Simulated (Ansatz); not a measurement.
# CHAlCl (quartet): from Hartree-Fock to the top rungs, cc-pVDZ

How much of the correlation energy of CHAlCl (quartet) does each wave-function method recover here?

Computed with Ansatz 0.2.0, Gaussian basis. Level: cc-pVDZ, core rule «outside noble gas», up to 11 orbitals frozen.

To be run: UHF; CCSD(T) on ROHF; CCSD(T) on UHF; BCCD(T) on ROHF; CISD; CCSDT(Q) on ROHF; CCSDT(Q) on UHF.

23 further runs of the same task are left out: 7 that didn't finish, 16 set aside as unsound or not needed.

**1. The geometry**

The geometry is a PBE0/def2-TZVP stationary point (not a proven minimum) of the parent state, kept for this charge and spin.

4 atoms, charge 0, spin multiplicity 4.

Atoms are counted from 1 here; the program's logs count them from 0.

Bond lengths: Al1–C2 1.982 Å, C2–Cl3 1.734 Å, C2–H4 1.089 Å. Angles: Al1–C2–Cl3 106.0°, Al1–C2–H4 143.7°, Cl3–C2–H4 110.3°.

**2. UHF**

The input, in.yaml:

```yaml
crystal:
  periodic: [false, false, false]
  atoms:
    - {symbol: Al, position_ang: [0.000000, -0.193934, 1.685466]}
    - {symbol: C, position_ang: [0.000000, 0.906488, 0.037552]}
    - {symbol: Cl, position_ang: [0.000000, -0.214382, -1.285968]}
    - {symbol: H, position_ang: [0.000000, 1.930244, -0.333401]}
basis:
  gaussian: {orbitals: cc-pVDZ}
magnetization: {spin_polarized: true, initial_magnetization: 3}
hamiltonian: {xc: hf}
output: {orbitals: {seedname: orbitals}}
```

On the command line:

```bash
> ansatz run in.yaml --threads 1 --pin off --events-out ev --progress --plain --max-ram 2393MiB
```

After this run come: CCSD(T) on ROHF; CCSD(T) on UHF; BCCD(T) on ROHF; CISD; CCSDT(Q) on ROHF; CCSDT(Q) on UHF.

**Question.** What will the summary of the whole plan be? Wanted: UCCSDT(Q) below the RHF energy; RMP2 from UCCSDT(Q); UMP2 from UCCSDT(Q); RCCSD from UCCSDT(Q); RCCSD(T) from UCCSDT(Q); UCCSD(T) from UCCSDT(Q); RCCSDT(Q) from UCCSDT(Q); T1 diagnostic.

The runs gave:

| quantity | value |
| --- | --- |
| UCCSDT(Q) below the RHF energy | -8.7950 eV |
| RMP2 from UCCSDT(Q) | +1173.8 meV |
| UMP2 from UCCSDT(Q) | +1197.9 meV |
| RCCSD from UCCSDT(Q) | +325.8 meV |
| RCCSD(T) from UCCSDT(Q) | +56.3 meV |
| UCCSD(T) from UCCSDT(Q) | +57.9 meV |
| RCCSDT(Q) from UCCSDT(Q) | +2.9 meV |
| levels within 1 kcal/mol (43 meV) | RCCSDT, UCCSDT, RCCSDT(Q) |
| T1 diagnostic | 0.030 |

**Reading.** RCCSD(T) lands +56.3 meV from the yardstick (0.6 % of the correlation energy). These misses are within one basis, not against nature; the frozen cores of restricted and unrestricted runs differ, which can shift their rows.
